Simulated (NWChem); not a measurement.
# triplet NO+ at 5 levels

Wanted: a comparison of 5 runs (U-wB97X/aug-cc-pVTZ, UB2PLYP/aug-cc-pVTZ, UBHLYP/aug-cc-pVTZ, UCAM-B3LYP/aug-cc-pVTZ, UM06-2X/aug-cc-pVTZ) of triplet NO+. 

Program for the calculation: NWChem 7.3.0.

### 1 Starting point

The species is NO+ (2 atoms), meant as a triplet with charge +1. SMILES of the parent species: `N#[O+]`. The bond length is the one measured for the parent species. That shape belongs to the parent species and isn't relaxed for this state.

Bond lengths: N1–O2 1.063 Å.

### 2 A single-point energy at U-wB97X/aug-cc-pVTZ (run 1)

File no.nw:

```
echo
START no
TITLE "NO wB97X"
memory stack 880 mb heap 220 mb global 1100 mb
charge 1

GEOMETRY units angstrom noautosym nocenter noautoz
   N      0.000000     0.000000     0.000000
   O      0.000000     0.000000     1.063220
END

BASIS spherical bse
   N library aug-cc-pVTZ
   O library aug-cc-pVTZ
END

DFT
   xc wb97x
   mult 3
   grid fine
   convergence energy 1e-08
   iterations 100
   mulliken
   noprint "final vectors analysis"
END

TASK dft energy
```

Started as:

```sh
$ nwchem no.nw > no.out
```

The log of the run:

```text
[...]
          Wavefunction type:  spin polarized.
          No. of atoms     :     2
          No. of electrons :    14
[...]
          Charge           :     1
          Spin multiplicity:     3
[...]
          AO basis - number of functions:    92
[...]
              XC Information
              --------------
                       wb97x  Method XC Functional
                     Hartree-Fock (Exact) Exchange  1.000
                         wb97x Exchange Functional  1.000
                      wb97x Correlation Functional  1.000
[...]
 d= 0,ls=0.0,diis     1   -129.1569180215 -1.57D+02  4.63D-03  4.35D-01     3.7
[...]
 d= 0,ls=0.0,diis    13   -129.2779495403 -6.36D-09  1.97D-07  1.55D-10    43.8
[...]
         Total DFT energy =     -129.277949540341
      One electron energy =     -225.155670007256
           Coulomb energy =       83.049902005567
    Exchange-Corr. energy =      -15.044048079897
 Nuclear repulsion energy =       27.871866541246
[...]
      Total Density - Mulliken Population Analysis
     ---------------------------------------------
    Atom       Charge   Shell Charges
 -----------   ------   -------------------------------------------------------
    1 N    7     6.15   1.96  0.24  0.87  0.31  0.01  0.98  1.51  0.21 -0.01  0.02  0.06 -0.03  0.01  0.00
    2 O    8     7.85   1.95  0.27  1.05  0.60 -0.01  1.25  1.91  0.69 -0.00  0.01  0.06  0.04  0.01  0.01
[...]
      <S2> =      2.0138 (Exact =     2.0000)
[...]
```

It took 44 s on 1 thread of AMD EPYC 9R14 (Zen 4), shared host; peak memory 0.11 GiB.

### 3 The energy at UB2PLYP/aug-cc-pVTZ (run 2)

File input.nw:

```
start input
title "NO B2PLYP"
memory 2200 mb
charge 1
geometry noautosym nocenter noautoz
  N     0.000000    0.000000    0.000000
  O     0.000000    0.000000    1.063220
end
basis spherical bse
  N library aug-cc-pVTZ
  O library aug-cc-pVTZ
end
dft
  xc hfexch 0.53 becke88 0.47 lyp 0.73 mp2 0.27
  dftmp2 semidirect
  mult 3
  grid fine
  convergence energy 1e-08
  maxiter 100
  mulliken
  noprint "final vectors analysis"
end
mp2
  freeze core 2
end
task dft energy
```

Started as:

```sh
$ nwchem input.nw > input.out
```

The log of the run:

```text
[...]
          Wavefunction type:  spin polarized.
          No. of atoms     :     2
          No. of electrons :    14
[...]
          Charge           :     1
          Spin multiplicity:     3
[...]
          AO basis - number of functions:    92
[...]
              XC Information
              --------------
                     Hartree-Fock (Exact) Exchange  0.530
                    Becke 1988 Exchange Functional  0.470
              Lee-Yang-Parr Correlation Functional  0.730
[...]
 d= 0,ls=0.0,diis     1   -128.9899816266 -1.57D+02  4.21D-03  4.22D-01     0.9
[...]
 d= 0,ls=0.0,diis    14   -129.1102101873 -6.40D-09  9.60D-08  4.24D-11     9.5
[...]
         Total DFT energy =     -129.110210187254
      One electron energy =     -225.085569850114
           Coulomb energy =       82.984981717992
    Exchange-Corr. energy =      -14.881488596377
 Nuclear repulsion energy =       27.871866541246
[...]
      Total Density - Mulliken Population Analysis
     ---------------------------------------------
    Atom       Charge   Shell Charges
 -----------   ------   -------------------------------------------------------
    1 N    7     6.18   1.96  0.24  0.87  0.29  0.01  0.98  1.51  0.25 -0.00  0.02  0.07 -0.03  0.01  0.00
    2 O    8     7.82   1.95  0.27  1.06  0.57 -0.02  1.23  1.92  0.71 -0.00  0.01  0.06  0.04  0.01  0.01
[...]
      <S2> =      2.0327 (Exact =     2.0000)
[...]
  Basis functions       =     92
[...]
```

Wall time 13 s (1 thread of AMD EPYC 9R14 (Zen 4), shared host); peak memory 0.19 GiB.

Run 3 isn't shown in full; the table further down has it.

### 4 The energy at UCAM-B3LYP/aug-cc-pVTZ (run 4)

File no.nw:

```
start no
title "NO"
memory total 2200 mb
charge 1

geometry units angstroms noautosym nocenter noautoz
   N     0.000000    0.000000    0.000000
   O     0.000000    0.000000    1.063220
end

basis spherical bse
   * library aug-cc-pVTZ
end

dft
   xc xcamb88 1.00 lyp 0.81 vwn_5 0.19 hfexch 1.00
   cam 0.33 cam_alpha 0.19 cam_beta 0.46
   mult 3
   grid fine
   convergence energy 1e-08
   direct
   maxiter 100
   mulliken
end

task dft energy
```

Started as:

```sh
$ nwchem no.nw > no.out
```

The log of the run:

```text
[...]
          Wavefunction type:  spin polarized.
          No. of atoms     :     2
          No. of electrons :    14
[...]
          Charge           :     1
          Spin multiplicity:     3
[...]
          AO basis - number of functions:    92
[...]
              XC Information
              --------------
                     Hartree-Fock (Exact) Exchange  1.000
                   CAM-Becke88 Exchange Functional  1.000
                      VWN V Correlation Functional  0.190 local
              Lee-Yang-Parr Correlation Functional  0.810
[...]
 d= 0,ls=0.0,diis     1   -129.1394528217 -1.57D+02  4.50D-03  4.51D-01     3.6
[...]
 d= 0,ls=0.0,diis    12   -129.2612374562 -8.26D-09  2.98D-07  9.48D-10    39.8
[...]
         Total DFT energy =     -129.261237456161
      One electron energy =     -225.123141660707
           Coulomb energy =       83.004873330351
    Exchange-Corr. energy =      -15.014835667050
 Nuclear repulsion energy =       27.871866541246
[...]
      Total Density - Mulliken Population Analysis
     ---------------------------------------------
    Atom       Charge   Shell Charges
 -----------   ------   -------------------------------------------------------
    1 N    7     6.21   1.96  0.25  0.87  0.33  0.01  1.00  1.48  0.26 -0.00  0.02  0.07 -0.03  0.01  0.00
    2 O    8     7.79   1.95  0.28  1.05  0.56 -0.01  1.26  1.89  0.70 -0.00  0.01  0.06  0.04  0.01  0.01
[...]
      <S2> =      2.0114 (Exact =     2.0000)
[...]
```

It took 41 s on 1 thread of AMD EPYC 9R14 (Zen 4), shared host; peak memory 0.11 GiB.

### 5 A single-point energy at UM06-2X/aug-cc-pVTZ (run 5)

File no.xyz:

```xyz
2
nitrosyl
N      0.000000     0.000000     0.000000
O      0.000000     0.000000     1.063220
```

File no.nw:

```
start no
title "nitrosyl"
memory stack 880 mb heap 220 mb global 1100 mb
charge 1
geometry noautosym nocenter noautoz
   load no.xyz
end
basis spherical bse
   * library aug-cc-pVTZ
end
dft
   xc m06-2x
   mult 3
   grid fine
   convergence energy 1e-08
   iterations 100
   mulliken
end
task dft
```

Started as:

```sh
$ nwchem no.nw > no.out
```

The log of the run:

```text
[...]
          Wavefunction type:  spin polarized.
          No. of atoms     :     2
          No. of electrons :    14
[...]
          Charge           :     1
          Spin multiplicity:     3
[...]
          AO basis - number of functions:    92
[...]
              XC Information
              --------------
                       M06-2X Method XC Functional
                     Hartree-Fock (Exact) Exchange  0.540
                        M06-2X Exchange Functional  1.000
                      M06-2X Correlation Potential  1.000
[...]
 d= 0,ls=0.0,diis     1   -129.1355319282 -1.57D+02  4.45D-03  4.17D-01     1.0
[...]
 d= 0,ls=0.0,diis    13   -129.2590919004 -2.10D-09  1.14D-07  1.13D-10    10.2
[...]
         Total DFT energy =     -129.259091900381
      One electron energy =     -225.068195650701
           Coulomb energy =       82.957726020828
    Exchange-Corr. energy =      -15.020488811755
 Nuclear repulsion energy =       27.871866541246
[...]
      Total Density - Mulliken Population Analysis
     ---------------------------------------------
    Atom       Charge   Shell Charges
 -----------   ------   -------------------------------------------------------
    1 N    7     6.20   1.96  0.24  0.87  0.35  0.02  0.99  1.50  0.22 -0.01  0.02  0.06 -0.03  0.01  0.01
    2 O    8     7.80   1.95  0.27  1.06  0.62 -0.03  1.23  1.90  0.68 -0.00  0.01  0.06  0.04  0.01  0.01
[...]
      <S2> =      2.0151 (Exact =     2.0000)
[...]
```

Run time: 11 s. Hardware: 1 thread of AMD EPYC 9R14 (Zen 4), shared host; peak memory 0.11 GiB.

### 6 All runs side by side

```csv
run,level,frozen core orbitals,energy (Eh),⟨S²⟩,wall time
1,U-wB97X/aug-cc-pVTZ,–,-129.277950,2.014,44 s
2,UB2PLYP/aug-cc-pVTZ,2,-129.230388,2.033,13 s
3,UBHLYP/aug-cc-pVTZ,–,-129.243836,2.022,10 s
4,UCAM-B3LYP/aug-cc-pVTZ,–,-129.261237,2.011,41 s
5,UM06-2X/aug-cc-pVTZ,–,-129.259092,2.015,11 s
```

### 7 What came out

| quantity | value |
| --- | --- |
| run 5: total energy | -129.25909 Eh |
| run 5: HOMO energy (highest over α and β) | -19.28 eV |
| run 5: LUMO energy (lowest over α and β) | -18.43 eV |
| run 5: ⟨S²⟩ | 2.015 |

In words: Totals of different functionals can't be ranked against each other. All runs together took 2 min, the longest 44 s.
